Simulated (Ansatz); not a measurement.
Results of rVV10 in Ansatz (plane waves, PAW) for hcp Y.

Numerical settings: plane-wave cutoff 500 eV, 24×24×14 k mesh (along the axes of the cell as run), Fermi–Dirac smearing 0.1 eV, scalar-relativistic PAW data made under PBE.

Computed at the level's own relaxed cell.

Question: What does this level give for the volume per atom, lattice parameter a and lattice parameter c?

Answer: 
volume per atom: 32.67 Å³/atom
lattice parameter a: 3.640 Å
lattice parameter c: 5.694 Å

Measured, for comparison: lattice constant a 3.648 Å, lattice parameter c 5.732 Å (293 K, not corrected to a static lattice; as tabulated in Wikipedia's data pages). Computed (rounded) less measured: lattice constant a -0.2 %, lattice parameter c -0.7 %. A static lattice is as a rule a little smaller and stiffer than an uncorrected measurement, which narrows the difference in the lattice parameter c and would widen misses of the other sign.

Computed values are for the static lattice.

Computing time: roughly 2.4 core-minutes.

Ansatz is a first-principles code.
